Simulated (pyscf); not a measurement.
Elementary routes open to `[GeH3]` [doublet] + `[FH]` in the gas phase (doublet surface):
A. `[F][GeH3]` + `[H]` [doublet] (F–H broken; F–Ge formed)
B. `[F][GeH2]` [doublet] + `[H][H]` (Ge–H, F–H broken; F–Ge, H–H formed)

Optimised with ωB97X-D3(BJ)/def2-SVP in PySCF.

Rank the routes by free-energy barrier at 298 K, lowest first, for ωB97M-D3(BJ)/def2-TZVP energies (ideal gas, 1 atm, RRHO with modes under 100 cm⁻¹ raised to 100, one conformer, R ln 2 for chiral ones without a mode under 150 cm⁻¹).

B (36.7 kcal/mol), A (39.4 kcal/mol)

Route B is the fastest of these, ahead of the next by 2.7 kcal/mol. The most stable products are those of B (ΔG = -10.3 kcal/mol), so kinetics and thermodynamics agree. At 1200 K B is still the fastest. Only these routes are compared; each barrier is that of the saddle found, and lower ones may exist. Elements up to Kr have no core potential and no relativistic terms here.
